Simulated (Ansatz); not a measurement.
Consider the substitution at a C–C bond: `C=C(F)CF` + H₂S → `C=C(F)S` + `CF`.

Gas-phase electronic energies from Ansatz, PBE0-D4/def2-TZVP geometries. CCSD(T)/CBS adds triple-zeta CCSD(T) − MP2 to the extrapolated MP2 energy (def2 sets, frozen cores). This one scheme is used for every species. Functionals use def2-TZVPP. One conformer a species, not always the lowest.

| level | ΔE (kcal/mol) | difference from CCSD(T)/CBS |
| --- | --- | --- |
| BLYP-D4 | 4.7 | -2.2 |
| r2SCANh-D4 | 6.3 | -0.6 |
| ωB97M-V | 7.3 | 0.4 |
| PBE | 5.1 | -1.8 |
| r2SCAN0 | 6.8 | -0.1 |
| HF/def2-SVP | 12.0 | 5.1 |
| CCSD/def2-SVP | 10.5 | 3.6 |
| HF/def2-TZVPP | 9.0 | 2.1 |
| MP2/def2-TZVPP | 6.2 | -0.7 |
| MP2/CBS(def2) | 5.6 | -1.3 |
| CCSD(T)/CBS | 6.9 | 0 |

**Question.** What do rigid-rotor, harmonic-oscillator terms from PBE0-D4/def2-TZVP frequencies (298.15 K, 1 bar) make of the CCSD(T)/CBS value? (An estimate is asked.)

**Answer.** The calculation gave: ΔZPE = +1.5 kcal/mol, ΔH = +8.1 kcal/mol, ΔS = 7 J/(mol·K), ΔG = +7.7 kcal/mol.

Largest T1 diagnostic among the species: 0.012.

From PBE to PBE0 (25 % exact exchange), in def2-TZVPP and without D4, ΔE moves by +1.2 kcal/mol. In def2-TZVPP, CCSD(T) changes the Hartree–Fock value by −1.5 kcal/mol (the triples alone add −0.7 kcal/mol) and MP2 by −2.8 kcal/mol. Leaving LDA and LC-ωPBE aside and taking each functional with its dispersion term where it has one, the values, not all of them listed here, spread over 3.1 kcal/mol, from revPBE-D4 to CAM-B3LYP-D4. LDA lies +1.9 kcal/mol from PBE without D4.
